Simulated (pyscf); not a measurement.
**Four-centre exchange: H₃C–GeH₃ + hydrogen chloride (HCl) → methane (CH₄) + Cl–GeH₃**

Gas phase, singlet surface, charge 0. Bonds broken: C1–Ge2, Cl9–H10. Bonds formed: C1–H10, Ge2–Cl9. Single points on ωB97X-D3(BJ)/def2-SVP structures (PySCF, gas phase). MP2 and CC: frozen core, UHF for open shells. ΔMP2 is the change of the MP2 total energy from the triple- to the quadruple-zeta basis.

Transition state (Å):

```xyz
10

C     -1.3733    -0.8782    -0.0065
Ge    -0.4565     1.1627     0.1146
H     -1.3415    -1.7868    -0.6338
H     -2.4030    -0.4989    -0.0268
H     -1.0544    -1.1639     1.0040
H     -1.3438     1.3200     1.3812
H      0.9905     1.1511     0.5794
H     -0.9894     2.1308    -0.9289
Cl     0.6446     0.0239    -2.0719
H     -0.5362    -0.4826    -0.8484
```

One imaginary mode, 731i cm⁻¹; descent along it reached the two sides named.

| bond | change | reactant side (Å) | saddle | product side |
|---|---|---|---|---|
| C1–Ge2 | breaks | 1.949 | 2.241 | 4.1 |
| Cl9–H10 | breaks | 1.285 | 1.774 | 2.9 |
| C1–H10 | forms | 3.5 | 1.251 | 1.099 |
| Ge2–Cl9 | forms | 3.8 | 2.7 | 2.164 |

Electronic energies relative to the separated reactants (kJ/mol):

```csv
level,barrier,reaction energy,reverse barrier
ωB97X-D3(BJ)/def2-TZVP,165.6,-97.5,263.1
PBE/def2-TZVP,147.7,-91.7,239.5
r²SCAN/def2-TZVP,152.7,-95.4,248.1
B3LYP-D3(BJ)/def2-TZVP,161.9,-96.4,258.3
PBE0-D3(BJ)/def2-TZVP,153.7,-92.3,246.0
M06-2X/def2-TZVP,156.4,-102.0,258.4
ωB97M-D3(BJ)/def2-TZVP,169.6,-92.3,261.9
HF/def2-TZVP,228.0,-107.8,335.8
MP2/def2-QZVPP,170.9,-87.8,258.6
CCSD/def2-TZVPP,194.9,-85.7,280.6
CCSD(T)/def2-TZVPP,185.2,-84.5,269.7
CCSD(T)/def2-TZVPP + ΔMP2(QZVPP),179.7,-85.4,265.1
```

With CCSD(T)/def2-TZVPP + ΔMP2(QZVPP) energies and thermal terms (ideal gas, 1 atm, RRHO with modes under 100 cm⁻¹ raised to 100, one conformer, R ln 2 for chiral ones without a mode under 150 cm⁻¹), in kJ/mol:

| T (K) | ΔH‡ | ΔG‡ | ΔH | ΔG |
|---|---|---|---|---|
| 298 | 177.9 | 217.6 | -78.5 | -76.8 |
| 600 | 177.7 | 258.0 | -81.3 | -74.1 |
| 900 | 178.9 | 297.9 | -83.9 | -69.8 |
| 1200 | 180.6 | 337.3 | -86.1 | -64.8 |

This is the saddle that the search found; another between the same sides may lie lower. The CCSD(T) − MP2 part came from Ansatz, without density fitting, on the same reference. The frozen core leaves the outer d or s,p core shells of the metals and heavy elements correlated in the MP2 and CC values, and def2-TZVPP describes them poorly, which can shift differences by a few kcal/mol. Elements up to Kr have no core potential and no relativistic terms here.
